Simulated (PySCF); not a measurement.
Method: PBE-D3(BJ)/def2-TZVP (PySCF 2.14.0). Isolated molecules, 0 K electronic values unless said otherwise. 

Reference species (SMILES): `BC#N` (neutral, multiplicity 1).

dipole moment: 2.54 D

Changed species: `CC#N` (whole molecule; the reference has whole molecule).

Problem. Predict the effect on the dipole moment.

Solution. the dipole moment goes up by 1.41 D, to 3.95 D.
